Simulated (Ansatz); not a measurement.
**SiPH+ (doublet): from Hartree-Fock to the top rungs, def2-QZVPP**

The task here is to estimate one member of a computed series from the others.

Method: def2-QZVPP, core rule «outside noble gas», up to 10 orbitals frozen; program: Ansatz 0.2.0, Gaussian basis.

To be run: UHF; ROHF; CCSD(T) on UHF.

2 further runs of the same task are left out: 2 set aside as unsound or not needed.

## The geometry

The geometry is a PBE0/def2-TZVP stationary point (not a proven minimum) of the parent state, kept for this charge and spin.

3 atoms, charge 1, spin multiplicity 2.

Atoms are counted from 1 here; the program's logs count them from 0.

Bond lengths: Si1–P2 2.045 Å, P2–H3 1.492 Å. Angles: Si1–P2–H3 60.6°.

The first run:

in.yaml

```yaml
crystal:
  periodic: [false, false, false]
  atoms:
    - {symbol: Si, position_ang: [0.000000, -0.009804, 1.076668]}
    - {symbol: P, position_ang: [0.000000, -0.032609, -0.968123]}
    - {symbol: H, position_ang: [0.000000, 1.275240, -0.250352]}
basis:
  gaussian: {orbitals: "def2-QZVPP.json"}
total_charge: 1
magnetization: {spin_polarized: true, initial_magnetization: 1}
hamiltonian: {xc: hf}
output: {orbitals: {seedname: orbitals}}
```

On the command line:

```sh
> ansatz run in.yaml --threads 1 --pin off --events-out ev --progress --plain --max-ram 2393MiB
```

Steps of the session up to this table: UHF; ROHF; CCSD(T) on UHF.

One table of the session follows, with a row left open; its other results are not shown here.

| method | from UCCSD(T) (kJ/mol) |
| --- | --- |
| ROHF | +685.4 |
| UHF | +673.9 |
| UMP2 | +115.3 |
| UCCSD | ? |
| UCCSD(T) | 0 |

Estimate the missing values for UCCSD.

As computed: from UCCSD(T) (kJ/mol): +33.4. In the column «from UCCSD(T) (kJ/mol)» it lies between UCCSD(T) (0) and UMP2 (+115.3).
